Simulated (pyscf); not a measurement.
`[SiH3][Se][SiH3]` + `[H]` [doublet] -> `[SiH4]` + `[SiH3][Se]` [doublet], a substitution at Si (doublet surface; Se–Si broken, H–Si formed). Single points on ωB97X-D3(BJ)/def2-SVP structures (PySCF, gas phase). Energies in kcal/mol from the separated reactants.

Small-basis levels: PySCF, no dispersion term, spherical d functions. AM1 to PM7: differences of heats of formation from MOPAC, which are fitted to 298 K values and so differ in kind from electronic energies by zero-point and thermal terms. GFN2-xTB: tblite. Open shells are spin-unrestricted. 

```json
[
 {"level": "HF/STO-3G", "barrier": "28.4", "reaction energy": "-26.2"},
 {"level": "MP2/6-31G*+LANL2DZ", "barrier": "19.0", "reaction energy": "-18.7"},
 {"level": "BP86/6-31G*+LANL2DZ", "barrier": "-4.4", "reaction energy": "-24.1"},
 {"level": "PBE/6-31G*+LANL2DZ", "barrier": "-2.2", "reaction energy": "-19.0"},
 {"level": "B3LYP/LANL2DZ", "barrier": "1.4", "reaction energy": "-34.2"},
 {"level": "M06-2X/6-31G*+LANL2DZ", "barrier": "5.5", "reaction energy": "-17.9"},
 {"level": "B3LYP/6-311+G**+LANL2DZ", "barrier": "?", "reaction energy": "-27.5"},
 {"level": "GFN2-xTB", "barrier": "?", "reaction energy": "-18.7"},
 {"level": "PM6", "barrier": "-3.8", "reaction energy": "-14.8"},
 {"level": "ωB97M-D3(BJ)/def2-TZVP", "barrier": "?", "reaction energy": "-16.3"}
]
```

Problem. Complete the blanks.

Solution. 
- B3LYP/6-311+G**+LANL2DZ, barrier: 0.8
- GFN2-xTB, barrier: 3.1
- ωB97M-D3(BJ)/def2-TZVP, barrier: 6.1

Against the last row the barrier runs from -10.5 (BP86/6-31G*+LANL2DZ) to +22.3 kcal/mol (HF/STO-3G). At BP86/6-31G*+LANL2DZ, PBE/6-31G*+LANL2DZ, PM6 this geometry lies under one side, so the entry may be no barrier of that level: it is a single point on another level's saddle. ωB97M-D3(BJ)/def2-TZVP has limits of its own. One saddle was located; it need not be the lowest between these sides. The angle at the attacked Si is 160°. In the def2 sets elements up to Kr have no core potential.
